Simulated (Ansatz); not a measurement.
Saddle point of CH₈OSi, closed shell (CH₆OSi ([CH3][SiH2][OH]) + H₂ → SiH₄O ([OH][SiH3]) + CH₄; bonds formed: Si1–H7, C2–H6; bonds broken: Si1–C2, H6–H7), PBE0-D4/def2-TZVP structure:

```
atom    x (Å)    y (Å)    z (Å)
 Si1  -0.2946   0.7735  -0.0282
  C2   0.9599  -0.9205   0.4311
  H3  -0.8453   1.1168   1.3038
  H4   0.9839   1.5288  -0.2005
  O5  -0.9618   1.3043  -1.4401
  H6  -0.3879  -0.8532   0.1426
  H7  -1.4224  -0.5367  -0.1073
  H8   1.4676  -0.4483   1.2720
  H9   1.6060  -0.9428  -0.4462
 H10   0.7199  -1.9543   0.7121
 H11  -1.8253   0.9324  -1.6389
```

Energies are electronic, without zero-point energy. Barriers and step energies count from the start structure reached by relaxing down the imaginary mode; all methods use the PBE0-D4 structures, on which another method's saddle can fall below an end. Computed with Ansatz 0.2.0 (basis: def2-TZVPP, with def2-QZVPP for the basis limit); correlated methods freeze the cores. B3LYP uses VWN-RPA correlation. Extrapolation: Hartree–Fock as exp(−7.88 √X), correlation as X^−2.97.

| method | barrier (kcal/mol) | step energy (kcal/mol) |
| --- | --- | --- |
| SPW92 | 48.25 | -3.71 |
| PBE-D4 | 56.75 | -4.29 |
| BLYP-D4 | 62.99 | -5.12 |
| r2SCAN-D4 | 60.37 | -4.55 |
| B97M-V | ? | -5.89 |
| PBE0-D4 | 60.80 | -4.94 |
| B3LYP-D4 | 65.60 | -5.74 |
| r2SCAN0-D4 | 63.17 | -5.04 |
| BHLYP-D4 | 70.42 | -6.68 |
| CAM-B3LYP-D4 | 66.86 | -6.10 |
| wB97X-V | 66.55 | -5.49 |
| wB97M-V | 65.55 | -4.87 |
| B2PLYP | 67.19 | -6.06 |
| PBE-QIDH | 64.84 | -5.19 |
| RPA on PBE | ? | -6.28 |
| HF | ? | -9.77 |
| MP2 | 67.14 | -4.62 |
| CCSD | 69.58 | -6.43 |
| CCSD(T) | 67.35 | -5.65 |

(1) Fill in the withheld barriers. (To be estimated.)

No T1 diagnostic of these runs exceeds 0.012. The start structure is not quite a true minimum (one mode of 28i cm⁻¹).

Results:

(1) The calculation gives: RPA on PBE 67.34; B97M-V 61.21; HF 82.94 kcal/mol. Each is the energy of the saddle less that of the start structure, by the same method.

For comparison, the barrier by CCSD(T) at an estimated basis limit (MP2 extrapolated from triple and quadruple zeta, plus CCSD(T) − MP2 in triple zeta) is 67.07 kcal/mol.

Labels in which every atom is bracketed show which atoms are joined, not bond orders.

For scale, one of the runs: CCSD(T)/def2-TZVPP, 216 basis functions, launched by `ansatz run in.yaml --threads 4 --pin off --events-out ev --progress --plain --max-ram 9574MiB`. Time: 50 s of wall clock on 4 CPU threads of an Intel Xeon; the host was shared. Peak host memory: 3.2 GiB.
